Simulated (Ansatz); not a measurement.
Results of rVV10 in Ansatz (PAW) for 2H MoS2.

Settings: plane-wave cutoff 520 eV, 12×12×4 k mesh (along the axes of the cell as run), Fermi–Dirac smearing 0.01 eV, no spin polarisation, scalar-relativistic PAW data made under PBE.

Cell (relaxed at this level):

```xyz
6
Lattice="1.6075 -2.7843 0.0000 1.6075 2.7843 0.0000 0.0000 0.0000 12.4217" Properties=species:S:1:pos:R:3 pbc="T T T"
Mo     1.6075     0.9281     3.1054
Mo     1.6075    -0.9281     9.3163
S      1.6075     0.9281    10.8927
S      1.6075    -0.9281     4.6818
S      1.6075    -0.9281     1.5290
S      1.6075     0.9281     7.7399
```

**Question.** What does this level give for the bulk modulus, band gap, smallest direct gap on the k points sampled and Γ–Γ gap?

**Answer.** 
bulk modulus: 44.4 GPa
band gap: 0.83 eV
smallest direct gap on the k points sampled: 1.55 eV
Γ–Γ gap: 1.99 eV

Measured, for comparison: bulk modulus 53.4 ± 1 GPa (room temperature, not corrected to a static lattice; as tabulated in Equation of State Measurement of Molybdenum Disulfide, J. Phys. Chem. Solids 67 …). Computed (rounded) less measured: bulk modulus -17 %.

Note: the bulk modulus comes from volumes at which shape and atoms were relaxed.

Spin–orbit coupling is not included.

Computing time: very roughly 10 core-minutes.

Ansatz is a quantum-chemistry and plane-wave program.
